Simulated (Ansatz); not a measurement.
Molecule: OCl, net charge 0, doublet state. 
Geometry from a B3LYP-D3(BJ)/def2-TZVP (Ansatz, a first-principles code) optimisation:
```
Cl
O 1 1.5797
```
Charge 0, spin multiplicity 2.

Total electronic energies in hartree. Correlated levels leave the core frozen unless marked. UHF or UKS for open shells. Spin-orbit coupling is left out. No relativistic terms. FCI takes restricted orbitals. Basis-set limits of correlation are two-point, X^-3; Hartree-Fock from the larger set (for Q and 5 zeta extrapolated as (X+1)exp(-9√X)). The bracket is a focal-point correction in the basis named.

| level | program | energy (Eh) |
|---|---|---|
| HF/cc-pVTZ | Ansatz | -534.30339 |
| BLYP-D3(BJ)/def2-TZVPD | Ansatz + dftd3 | -535.35734 |
| revPBE-D4/def2-TZVPD | Ansatz + dftd4 | -535.25942 |
| B3LYP-D3(BJ)/def2-TZVPD | Ansatz + dftd3 | ___ |
| PBE0/def2-QZVPP | Ansatz | -535.14055 |
| r2SCANh/def2-TZVPD | Ansatz | -535.28026 |
| CAM-B3LYP-D3(BJ)/def2-TZVPD | Ansatz + dftd3 | -535.34469 |
| wB97X-V/def2-TZVPD | Ansatz | -535.25552 |
| B2PLYP/def2-TZVPD | Ansatz | ___ |
| MP2/cc-pV(T+d)Z | Ansatz | -534.69027 |
| MP2/cc-pVTZ | Ansatz | -534.68708 |
| CCSD(T)/cc-pV(D+d)Z | Ansatz | -534.58290 |
| FCI/STO-3G | Ansatz | -528.37122 |
| RI-MP2/CBS(cc-pV(T+d)Z,cc-pV(Q+d)Z)+[CCSD(T)-MP2]/cc-pV(T+d)Z | Ansatz | -534.8119 |
| CCSD(T)/CBS(cc-pV(Q+d)Z,cc-pV(5+d)Z) | Ansatz | -534.8151 |

Problem. Some entries are withheld; supply them.

Solution. 
- B3LYP-D3(BJ)/def2-TZVPD, energy (Eh): -535.37069
- B2PLYP/def2-TZVPD, energy (Eh): -535.17553
